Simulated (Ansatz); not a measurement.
2H MoTe2, treated with PBE (Ansatz, a quantum-chemistry and plane-wave program, PAW).

Settings: plane-wave cutoff 520 eV, 12×12×4 k mesh (along the axes of the cell as run), perturbation theory, no spin polarisation, scalar-relativistic PAW data made under PBE.

Cell (measured lattice):

```
CELL_PARAMETERS angstrom
      3.51800     0.00000     0.00000
     -1.75900     3.04668     0.00000
      0.00000     0.00000    13.97400
ATOMIC_POSITIONS crystal
  Te 0.66667 0.33333 0.12012
  Te 0.33333 0.66667 0.62012
  Te 0.33333 0.66667 0.87988
  Te 0.66667 0.33333 0.37988
  Mo 0.66667 0.33333 0.75000
  Mo 0.33333 0.66667 0.25000
```

Question: Give the computed high-frequency dielectric constant (mean over three axes) and dielectric constant ε0 (ions relaxed) (mean over three axes).

Answer: 
* **high-frequency dielectric constant (mean over three axes)**: 17.2
* **dielectric constant ε0 (ions relaxed) (mean over three axes)**: 18.5

Note: the cell isn't this level's own, so it is under some stress, which shifts stiffness and frequencies.

Spin–orbit coupling is not included.
